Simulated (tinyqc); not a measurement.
ROHF in the sto-3g basis, for LiH+, spin multiplicity 2, step by step (part 2 of 2). Computed by tinyqc, a small Python program that keeps every step (integrals from PySCF). Command: `OMP_NUM_THREADS=1 python tinyqc.py 21114 21115 out.jsonl` (the two numbers bound the seeds that draw the settings). One thread of a shared host (Intel(R) Xeon(R) Processor @ 2.60GHz), about 0.09 s of CPU time with the checks.

Geometry (angstrom):
```
atom         x         y         z
Li    0.000000  0.000000  0.000000
H     0.000000  0.000000  1.894000
```

## Iteration 3: building the Fock matrix

D(alpha) after iteration 2:
```
            1Li 1s    1Li 2s   1Li 2px   1Li 2py    1Li 2pz      2H 1s
1Li 1s    0.991240  0.016277  0.000000  0.000000  -0.015156  -0.072199
1Li 2s    0.016277  0.032502  0.000000  0.000000   0.035378   0.147419
1Li 2px   0.000000  0.000000  0.000000  0.000000   0.000000   0.000000
1Li 2py   0.000000  0.000000  0.000000  0.000000   0.000000   0.000000
1Li 2pz  -0.015156  0.035378  0.000000  0.000000   0.039608   0.165348
2H 1s    -0.072199  0.147419  0.000000  0.000000   0.165348   0.690339
```

D(beta) after iteration 2:
```
            1Li 1s     1Li 2s   1Li 2px   1Li 2py    1Li 2pz      2H 1s
1Li 1s    0.984359   0.031005  0.000000  0.000000   0.001352  -0.003279
1Li 2s    0.031005   0.000977  0.000000  0.000000   0.000043  -0.000103
1Li 2px   0.000000   0.000000  0.000000  0.000000   0.000000   0.000000
1Li 2py   0.000000   0.000000  0.000000  0.000000   0.000000   0.000000
1Li 2pz   0.001352   0.000043  0.000000  0.000000   0.000002  -0.000005
2H 1s    -0.003279  -0.000103  0.000000  0.000000  -0.000005   0.000011
```

core Hamiltonian H = T + V (hartree):
```
            1Li 1s     1Li 2s    1Li 2px    1Li 2py    1Li 2pz      2H 1s
1Li 1s   -4.685492  -1.051953   0.000000   0.000000  -0.011494  -0.157649
1Li 2s   -1.051953  -1.364815   0.000000   0.000000  -0.105141  -0.526579
1Li 2px   0.000000   0.000000  -1.110073   0.000000   0.000000   0.000000
1Li 2py   0.000000   0.000000   0.000000  -1.110073   0.000000   0.000000
1Li 2pz  -0.011494  -0.105141   0.000000   0.000000  -1.192972  -0.686623
2H 1s    -0.157649  -0.526579   0.000000   0.000000  -0.686623  -1.304228
```

Two-electron integrals (ij|kl) in chemists' order, unique and non-zero (hartree):
```
(11|11) 1.680395   (21|11) 0.265420   (21|21) 0.049941   (22|11) 0.397727
(22|21) 0.092860   (22|22) 0.290562   (31|31) 0.008981   (32|31) 0.013788
(32|32) 0.064184   (33|11) 0.396640   (33|21) 0.092880   (33|22) 0.290497
(33|33) 0.312946   (41|41) 0.008981   (42|41) 0.013788   (42|42) 0.064184
(43|43) 0.016869   (44|11) 0.396640   (44|21) 0.092880   (44|22) 0.290497
(44|33) 0.279207   (44|44) 0.312946   (51|51) 0.008981   (52|51) 0.013788
(52|52) 0.064184   (53|53) 0.016869   (54|54) 0.016869   (55|11) 0.396640
(55|21) 0.092880   (55|22) 0.290497   (55|33) 0.279207   (55|44) 0.279207
(55|55) 0.312946   (61|11) 0.037244   (61|21) 0.007057   (61|22) 0.013420
(61|33) 0.013264   (61|44) 0.013264   (61|51) 0.000862   (61|52) 0.001681
(61|55) 0.013739   (61|61) 0.001095   (62|11) 0.109327   (62|21) 0.025938
(62|22) 0.088682   (62|33) 0.083793   (62|44) 0.083793   (62|51) 0.004129
(62|52) 0.027263   (62|55) 0.098376   (62|61) 0.004410   (62|62) 0.048439
(63|31) 0.001831   (63|32) 0.009123   (63|53) 0.003948   (63|63) 0.003026
(64|41) 0.001831   (64|42) 0.009123   (64|54) 0.003948   (64|64) 0.003026
(65|11) 0.142208   (65|21) 0.034026   (65|22) 0.120217   (65|33) 0.111960
(65|44) 0.111960   (65|51) 0.006368   (65|52) 0.041904   (65|55) 0.136607
(65|61) 0.005963   (65|62) 0.071223   (65|65) 0.105751   (66|11) 0.279114
(66|21) 0.067204   (66|22) 0.253875   (66|33) 0.231707   (66|44) 0.231707
(66|51) 0.011268   (66|52) 0.094835   (66|55) 0.298069   (66|61) 0.011735
(66|62) 0.177412   (66|65) 0.269607   (66|66) 0.774606
```

nuclear repulsion = 0.83818988 hartree

J_ij = sum D_kl (ij|kl) with D = D(alpha) + D(beta), K_ij = sum D_kl (ik|jl) for each spin; F = H + J - K(s); E = tr D H + tr D J / 2 - 0.5 sum_s tr D(s) K(s) + E_nn.

Coulomb J (hartree):
```
           1Li 1s    1Li 2s   1Li 2px   1Li 2py   1Li 2pz     2H 1s
1Li 1s   3.640213  0.600098  0.000000  0.000000  0.011700  0.086542
1Li 2s   0.600098  1.054883  0.000000  0.000000  0.091271  0.386756
1Li 2px  0.000000  0.000000  1.032837  0.000000  0.000000  0.000000
1Li 2py  0.000000  0.000000  0.000000  1.032837  0.000000  0.000000
1Li 2pz  0.011700  0.091271  0.000000  0.000000  1.092362  0.537570
2H 1s    0.086542  0.386756  0.000000  0.000000  0.537570  1.258889
```

exchange K(alpha) (hartree):
```
           1Li 1s    1Li 2s   1Li 2px   1Li 2py   1Li 2pz     2H 1s
1Li 1s   1.674037  0.275351  0.000000  0.000000  0.000001  0.040366
1Li 2s   0.275351  0.129369  0.000000  0.000000  0.102281  0.206182
1Li 2px  0.000000  0.000000  0.017926  0.000000  0.000000  0.000000
1Li 2py  0.000000  0.000000  0.000000  0.017926  0.000000  0.000000
1Li 2pz  0.000001  0.102281  0.000000  0.000000  0.153447  0.288031
2H 1s    0.040366  0.206182  0.000000  0.000000  0.288031  0.686363
```

exchange K(beta) (hartree):
```
           1Li 1s    1Li 2s   1Li 2px   1Li 2py   1Li 2pz     2H 1s
1Li 1s   1.670374  0.274854  0.000000  0.000000  0.000080  0.039564
1Li 2s   0.274854  0.055014  0.000000  0.000000  0.000019  0.008043
1Li 2px  0.000000  0.000000  0.009745  0.000000  0.000000  0.000000
1Li 2py  0.000000  0.000000  0.000000  0.009745  0.000000  0.000000
1Li 2pz  0.000080  0.000019  0.000000  0.000000  0.009709  0.001016
2H 1s    0.039564  0.008043  0.000000  0.000000  0.001016  0.001314
```

F(alpha) (hartree):
```
            1Li 1s     1Li 2s    1Li 2px    1Li 2py    1Li 2pz      2H 1s
1Li 1s   -2.719316  -0.727206   0.000000   0.000000   0.000205  -0.111472
1Li 2s   -0.727206  -0.439302   0.000000   0.000000  -0.116151  -0.346005
1Li 2px   0.000000   0.000000  -0.095162   0.000000   0.000000   0.000000
1Li 2py   0.000000   0.000000   0.000000  -0.095162   0.000000   0.000000
1Li 2pz   0.000205  -0.116151   0.000000   0.000000  -0.254057  -0.437083
2H 1s    -0.111472  -0.346005   0.000000   0.000000  -0.437083  -0.731703
```

F(beta) (hartree):
```
            1Li 1s     1Li 2s    1Li 2px    1Li 2py    1Li 2pz      2H 1s
1Li 1s   -2.715653  -0.726709   0.000000   0.000000   0.000127  -0.110671
1Li 2s   -0.726709  -0.364947   0.000000   0.000000  -0.013889  -0.147866
1Li 2px   0.000000   0.000000  -0.086981   0.000000   0.000000   0.000000
1Li 2py   0.000000   0.000000   0.000000  -0.086981   0.000000   0.000000
1Li 2pz   0.000127  -0.013889   0.000000   0.000000  -0.110318  -0.150069
2H 1s    -0.110671  -0.147866   0.000000   0.000000  -0.150069  -0.046654
```

total energy of this density = -7.62187953 hartree

## Iteration 3: Roothaan effective Fock matrix

overlap S:
```
           1Li 1s    1Li 2s   1Li 2px   1Li 2py   1Li 2pz     2H 1s
1Li 1s   1.000000  0.241137  0.000000  0.000000  0.000000  0.035112
1Li 2s   0.241137  1.000000  0.000000  0.000000  0.000000  0.323325
1Li 2px  0.000000  0.000000  1.000000  0.000000  0.000000  0.000000
1Li 2py  0.000000  0.000000  0.000000  1.000000  0.000000  0.000000
1Li 2pz  0.000000  0.000000  0.000000  0.000000  1.000000  0.448156
2H 1s    0.035112  0.323325  0.000000  0.000000  0.448156  1.000000
```

With projectors Pc = D(beta) S, Po = (D(alpha) - D(beta)) S, Pv = 1 - D(alpha) S, the block xy is Px^T F Py; with Fc = (F(alpha) + F(beta))/2, the blocks are Fc for cc, oo, vv and cv, F(beta) for co and F(alpha) for ov.

effective F (hartree):
```
            1Li 1s     1Li 2s    1Li 2px    1Li 2py    1Li 2pz      2H 1s
1Li 1s   -2.717508  -0.726920   0.000000   0.000000   0.000343  -0.109812
1Li 2s   -0.726920  -0.368949   0.000000   0.000000  -0.025464  -0.216652
1Li 2px   0.000000   0.000000  -0.091071   0.000000   0.000000   0.000000
1Li 2py   0.000000   0.000000   0.000000  -0.091071   0.000000   0.000000
1Li 2pz   0.000343  -0.025464   0.000000   0.000000  -0.135755  -0.264229
2H 1s    -0.109812  -0.216652   0.000000   0.000000  -0.264229  -0.424147
```

## Iteration 3: diagonalisation and new density

X:
```
            1Li 1s     1Li 2s   1Li 2px   1Li 2py    1Li 2pz      2H 1s
1Li 1s    1.023406  -0.130491  0.000000  0.000000  -0.007190   0.016885
1Li 2s   -0.130491   1.076145  0.000000  0.000000   0.072320  -0.206709
1Li 2px   0.000000   0.000000  1.000000  0.000000   0.000000   0.000000
1Li 2py   0.000000   0.000000  0.000000  1.000000   0.000000   0.000000
1Li 2pz  -0.007190   0.072320  0.000000  0.000000   1.098011  -0.281153
2H 1s     0.016885  -0.206709  0.000000  0.000000  -0.281153   1.149623
```

Diagonalise F' = X^T F X, C = X C', fill 2 alpha and 1 beta electrons from the bottom; D(s) = C_occ C_occ^T. Each column has its largest component positive (the first on a tie).

F' = X^T F X (hartree):
```
           1          2          3          4          5          6
1  -2.661298  -0.383248   0.000000   0.000000  -0.005907  -0.003644
2  -0.383248  -0.193830   0.000000   0.000000   0.045461  -0.130863
3   0.000000   0.000000  -0.091071   0.000000   0.000000   0.000000
4   0.000000   0.000000   0.000000  -0.091071   0.000000   0.000000
5  -0.005907   0.045461   0.000000   0.000000  -0.031056  -0.194413
6  -0.003644  -0.130863   0.000000   0.000000  -0.194413  -0.316212
```

orbital energies (hartree): MO1 -2.719679, MO2 -0.445107, MO3 -0.147997, MO4 -0.091071, MO5 -0.091071, MO6 0.110387

coefficients C:
```
               MO1        MO2        MO3        MO4       MO5        MO6
1Li 1s    0.992226  -0.083698  -0.241786   0.000000  0.000000  -0.121439
1Li 2s    0.030968   0.180128   0.920796   0.000000  0.000000   0.584641
1Li 2px   0.000000   0.000000   0.000000   0.859506  0.511126   0.000000
1Li 2py   0.000000   0.000000   0.000000  -0.511126  0.859506   0.000000
1Li 2pz   0.001405   0.189724  -0.452602   0.000000  0.000000   1.024261
2H 1s    -0.003335   0.835130  -0.146895   0.000000  0.000000  -0.851271
```

D(alpha) after iteration 3:
```
            1Li 1s    1Li 2s   1Li 2px   1Li 2py    1Li 2pz      2H 1s
1Li 1s    0.991517  0.015651  0.000000  0.000000  -0.014485  -0.073208
1Li 2s    0.015651  0.033405  0.000000  0.000000   0.034218   0.150327
1Li 2px   0.000000  0.000000  0.000000  0.000000   0.000000   0.000000
1Li 2py   0.000000  0.000000  0.000000  0.000000   0.000000   0.000000
1Li 2pz  -0.014485  0.034218  0.000000  0.000000   0.035997   0.158439
2H 1s    -0.073208  0.150327  0.000000  0.000000   0.158439   0.697453
```

D(beta) after iteration 3:
```
            1Li 1s     1Li 2s   1Li 2px   1Li 2py    1Li 2pz      2H 1s
1Li 1s    0.984512   0.030728  0.000000  0.000000   0.001394  -0.003309
1Li 2s    0.030728   0.000959  0.000000  0.000000   0.000044  -0.000103
1Li 2px   0.000000   0.000000  0.000000  0.000000   0.000000   0.000000
1Li 2py   0.000000   0.000000  0.000000  0.000000   0.000000   0.000000
1Li 2pz   0.001394   0.000044  0.000000  0.000000   0.000002  -0.000005
2H 1s    -0.003309  -0.000103  0.000000  0.000000  -0.000005   0.000011
```

Within a degenerate level the vectors are fixed only up to a rotation; this is one choice.

## Iteration 12 (converged): orbitals

converged F (hartree):
```
            1Li 1s     1Li 2s    1Li 2px    1Li 2py    1Li 2pz      2H 1s
1Li 1s   -2.717927  -0.726918   0.000000   0.000000   0.000270  -0.109850
1Li 2s   -0.726918  -0.368044   0.000000   0.000000  -0.024871  -0.215344
1Li 2px   0.000000   0.000000  -0.091258   0.000000   0.000000   0.000000
1Li 2py   0.000000   0.000000   0.000000  -0.091258   0.000000   0.000000
1Li 2pz   0.000270  -0.024871   0.000000   0.000000  -0.136130  -0.263592
2H 1s    -0.109850  -0.215344   0.000000   0.000000  -0.263592  -0.422707
```

As before.

F' = X^T F X (hartree):
```
           1          2          3          4          5          6
1  -2.661726  -0.383269   0.000000   0.000000  -0.006011  -0.003810
2  -0.383269  -0.193239   0.000000   0.000000   0.045725  -0.129819
3   0.000000   0.000000  -0.091258   0.000000   0.000000   0.000000
4   0.000000   0.000000   0.000000  -0.091258   0.000000   0.000000
5  -0.006011   0.045725   0.000000   0.000000  -0.031740  -0.193885
6  -0.003810  -0.129819   0.000000   0.000000  -0.193885  -0.315266
```

orbital energies (hartree): MO1 -2.720090, MO2 -0.443448, MO3 -0.148082, MO4 -0.091258, MO5 -0.091258, MO6 0.109649

coefficients C:
```
               MO1        MO2        MO3        MO4       MO5        MO6
1Li 1s    0.992241  -0.083041  -0.241828   0.000000  0.000000  -0.121679
1Li 2s    0.030911   0.177657   0.920701   0.000000  0.000000   0.585549
1Li 2px   0.000000   0.000000   0.000000   0.865780  0.500426   0.000000
1Li 2py   0.000000   0.000000   0.000000  -0.500426  0.865780   0.000000
1Li 2pz   0.001427   0.190799  -0.453092   0.000000  0.000000   1.023845
2H 1s    -0.003334   0.835601  -0.143889   0.000000  0.000000  -0.851323
```

D(alpha) after iteration 12:
```
            1Li 1s    1Li 2s   1Li 2px   1Li 2py    1Li 2pz      2H 1s
1Li 1s    0.991439  0.015918  0.000000  0.000000  -0.014428  -0.072697
1Li 2s    0.015918  0.032518  0.000000  0.000000   0.033941   0.148348
1Li 2px   0.000000  0.000000  0.000000  0.000000   0.000000   0.000000
1Li 2py   0.000000  0.000000  0.000000  0.000000   0.000000   0.000000
1Li 2pz  -0.014428  0.033941  0.000000  0.000000   0.036406   0.159427
2H 1s    -0.072697  0.148348  0.000000  0.000000   0.159427   0.698240
```

D(beta) after iteration 12:
```
            1Li 1s     1Li 2s   1Li 2px   1Li 2py    1Li 2pz      2H 1s
1Li 1s    0.984543   0.030671  0.000000  0.000000   0.001416  -0.003308
1Li 2s    0.030671   0.000955  0.000000  0.000000   0.000044  -0.000103
1Li 2px   0.000000   0.000000  0.000000  0.000000   0.000000   0.000000
1Li 2py   0.000000   0.000000  0.000000  0.000000   0.000000   0.000000
1Li 2pz   0.001416   0.000044  0.000000  0.000000   0.000002  -0.000005
2H 1s    -0.003308  -0.000103  0.000000  0.000000  -0.000005   0.000011
```

Within a degenerate level the vectors are fixed only up to a rotation; this is one choice.

## Convergence

Stop when the energy changes by less than 1e-10 hartree and every element of the error matrix X^T (F D S - S D F) X is below 3e-06.

Course of the cycle:
```
iteration  E (hartree)     change  largest element of the error matrix
1          -7.59280715          -                             1.10e-01
2          -7.62074924  -2.79e-02                             1.82e-02
3          -7.62187953  -1.13e-03                             3.73e-03
4          -7.62190636  -2.68e-05                             8.31e-04
5          -7.62190869  -2.32e-06                             3.27e-04
6          -7.62190914  -4.50e-07                             1.42e-04
7          -7.62190923  -9.30e-08                             6.42e-05
8          -7.62190925  -1.92e-08                             2.91e-05
9          -7.62190925  -3.98e-09                             1.32e-05
10         -7.62190925  -8.23e-10                             6.02e-06
11         -7.62190925  -1.70e-10                             2.74e-06
12         -7.62190925  -3.52e-11                             1.25e-06
```

PySCF ROHF in the same basis = -7.62190925 hartree

Converged in 12 iterations.

## Populations, bond orders and dipole

Mulliken: Z minus the diagonal of D S on the atom; Loewdin: the same with S^(1/2) D S^(1/2); Mayer order: 2 sum_s sum (D(s) S)_ij (D(s) S)_ji over the two atoms.

Charges (e):
```
atom  Mulliken   Loewdin  Mulliken spin
1Li   0.814960  0.764183       0.184759
2H    0.185040  0.235817       0.815241
```

Mayer bond orders:
```
pair     order
2-1   0.301143
```

dipole moment about the origin, x y z (debye): 0.000000  0.000000  0.628401
